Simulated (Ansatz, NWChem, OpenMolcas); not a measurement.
## How methods differ on S2 (sulfur dimer)

S2: 2 atoms, total charge 0, spin state triplet. SMILES: `S=S`. The bond length is the measured one.

```tsv
atom	x (Å)	y (Å)	z (Å)
S	0.0000	0.0000	0.0000
S	0.0000	0.0000	1.8892
```

Quantity: the vertical energy of the singlet above the triplet, in eV. The values are calculated.

| level | kind | program | value (eV) | less CCSD(T)/cc-pVTZ | CPU time (all runs) |
| --- | --- | --- | --- | --- | --- |
| UBLYP/cc-pVTZ | GGA | NWChem | 0.93 | +0.15 | 53 s |
| UM06-L/cc-pVTZ | meta-GGA | NWChem | 1.06 | +0.28 | 62 s |
| UPBE0/cc-pVTZ | global hybrid | NWChem | 1.08 | +0.30 | 41 s |
| UHSE06/cc-pVTZ | range-separated hybrid | Ansatz | 1.08 | +0.30 | 6.4 s |
| UPBE-QIDH/cc-pVTZ | double hybrid | Ansatz | 1.03 | +0.25 | 8 s |
| UMP2/cc-pVTZ | perturbation theory | Ansatz | 0.84 | +0.06 | 3.2 s |
| CASSCF(12,8)/cc-pVTZ | multireference | OpenMolcas | 0.20 | -0.58 | 7 s |
| ROCCSD(T)/cc-pVTZ | coupled cluster or CI | OpenMolcas | 0.78 | 0.00 | 14 s |
| FCI/STO-3G | exact in the basis | Ansatz | 0.66 | -0.12 | 0.27 s |

Differences are taken from ROCCSD(T)/cc-pVTZ for orientation; it has basis-set and higher-order errors of its own. The values span 0.20 to 1.08 eV. High-level rows in very small sets aren't better than simpler rows in larger ones. CPU times are rough (shared hosts, several kinds of processor and program).
